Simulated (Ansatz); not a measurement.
KGa₂: from a trial structure to a relaxed crystal

Method: DFT PBE, scalar-relativistic, plane waves, PAW in Ansatz. Cutoff 420 eV, Γ-centred k mesh, Gaussian smearing, no spin polarisation in the final step.

The start puts KGa₂ on the sites of a reported TbCd2 cell (P6/mmm, No. 191), with K in place of Tb, Ga in place of Cd, at a guessed volume.

```yaml
crystal:
  lattice:
    - [4.77835, 0.00000, 0.00000]
    - [-2.38917, 4.13817, 0.00000]
    - [0.00000, 0.00000, 3.36092]
  atoms:
    - { symbol: K, position: [0.00000, 0.00000, 0.00000] }
    - { symbol: Ga, position: [0.33333, 0.66667, 0.50000] }
    - { symbol: Ga, position: [0.66667, 0.33333, 0.50000] }
```

Steps on the 6×6×6 mesh (3 atoms). 12 of 20 steps are shown, and the free energy counts from the last. Trial steps that were taken back and renewals of the plane-wave basis can be among the rows.

```tsv
step	ΔF (meV/atom)	V (Å³/atom)	P (GPa)
1	169.1	22.15	4.34
3	112.0	25.31	0.51
4	104.5	25.67	0.60
6	98.6	26.27	0.34
8	86.8	27.25	0.23
10	67.7	28.15	0.10
11	56.8	28.41	-0.22
13	46.2	28.02	-0.14
15	25.9	27.97	0.97
17	8.8	28.85	0.54
18	2.1	29.40	0.44
20	0.0	30.41	-0.17
```

A final relaxation ran on a 12×12×8 mesh. The relaxed crystal, P6/mmm (No. 191):

```
K Ga
1.0
     4.40340    0.00000    0.00000
    -2.20170    3.81346    0.00000
     0.00000    0.00000    5.47342
K Ga
1 2
Direct
  0.00000 0.00000 0.00000
  0.33333 0.66667 0.50000
  0.66667 0.33333 0.50000
```

| Property | Result |
| --- | --- |
| Volume per atom | 30.64 Å³ |
| Density | 3.23 g/cm³ |
| Energy over the elements | -0.09 eV/atom |
| Gap on the 12×12×8 mesh | 0 eV (a metal) |

The zero of energy is the elements' standard structures at the same level; no fitted shifts are applied.

The final run used a 12×12×8 mesh on its 3-atom cell and 0.10 eV smearing. The k mesh leaves about 4 meV/atom of noise in metals.

A structure relaxed within its symmetry needn't be a true minimum.

Cost: 3 runs of about 2.1 core-minutes in all, on Arm Neoverse V1 (shared hosts).